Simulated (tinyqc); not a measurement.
CIS on RHF in the sto-6g basis, frozen core, for H2O, spin multiplicity 1, step by step. One step of it, computed by the program tinyqc.

Task: CIS matrix, triplets. A(ia,jb) = (e_a - e_i) d_ij d_ab - (ij|ab).

orbital energies (hartree): MO1 -20.522022, MO2 -1.211314, MO3 -0.550096, MO4 -0.433738, MO5 -0.390996, MO6 0.454760, MO7 0.576003

Two-electron integrals over orbitals (pq|rs), unique and non-zero (hartree); the lowest 1 orbital is frozen and left out:
```
p,q,r,s,(pq|rs)
2,2,2,2,0.726638
3,2,3,2,0.129914
3,3,2,2,0.614204
3,3,3,3,0.592380
4,2,2,2,-0.025423
4,2,3,3,0.003547
4,2,4,2,0.130548
4,3,3,2,0.028255
4,3,4,3,0.055520
4,4,2,2,0.665482
4,4,3,3,0.566454
4,4,4,2,-0.094854
4,4,4,4,0.707588
5,2,5,2,0.151310
5,3,5,3,0.026298
5,4,5,2,-0.042962
5,4,5,4,0.048002
5,5,2,2,0.757384
5,5,3,3,0.600701
5,5,4,2,-0.078939
5,5,4,4,0.693908
5,5,5,5,0.880663
6,2,2,2,0.132218
6,2,3,3,0.065341
6,2,4,2,0.032637
6,2,4,4,0.066137
6,2,5,5,0.142183
6,2,6,2,0.094677
6,3,3,2,-0.039019
6,3,4,3,-0.038920
6,3,6,3,0.077476
6,4,2,2,0.127805
6,4,3,3,0.047742
6,4,4,2,-0.045537
6,4,4,4,0.131694
6,4,5,5,0.148270
6,4,6,2,0.061253
6,4,6,4,0.095657
6,5,5,2,0.051477
6,5,5,4,0.005715
6,5,6,5,0.034014
6,6,2,2,0.590332
6,6,3,3,0.547145
6,6,4,2,0.048507
6,6,4,4,0.542138
6,6,5,5,0.574286
6,6,6,2,0.090774
6,6,6,4,0.051457
6,6,6,6,0.578880
7,2,3,2,0.055629
7,2,4,3,-0.029132
7,2,6,3,0.029334
7,2,7,2,0.068576
7,3,2,2,0.167297
7,3,3,3,0.089104
7,3,4,2,-0.075790
7,3,4,4,0.145051
7,3,5,5,0.203362
7,3,6,2,0.069068
7,3,6,4,0.099968
7,3,6,6,0.043577
7,3,7,3,0.159240
7,4,3,2,-0.071194
7,4,4,3,-0.013263
7,4,6,3,0.055437
7,4,7,2,-0.017343
7,4,7,4,0.069892
7,5,5,3,0.023934
7,5,7,5,0.025195
7,6,3,2,0.086833
7,6,4,3,0.062820
7,6,6,3,-0.069432
7,6,7,2,-0.002866
7,6,7,4,-0.060703
7,6,7,6,0.115223
7,7,2,2,0.609816
7,7,3,3,0.581841
7,7,4,2,-0.019273
7,7,4,4,0.580293
7,7,5,5,0.610053
7,7,6,2,0.062360
7,7,6,4,0.051147
7,7,6,6,0.548868
7,7,7,3,0.097393
7,7,7,7,0.597045
```

Give: CIS matrix A, triplet.

Result:

CIS matrix A, triplet (hartree), lower triangle:
```
,2>6,2>7,3>6,3>7,4>6,4>7,5>6,5>7
2>6,1.076
2>7,0.000,1.178
3>6,0.000,-0.087,0.458
3>7,-0.087,0.000,0.000,0.544
4>6,-0.049,0.000,0.000,-0.063,0.346
4>7,0.000,0.019,-0.063,0.000,0.000,0.429
5>6,0.000,0.000,0.000,0.000,0.000,0.000,0.271
5>7,0.000,0.000,0.000,0.000,0.000,0.000,0.000,0.357
```
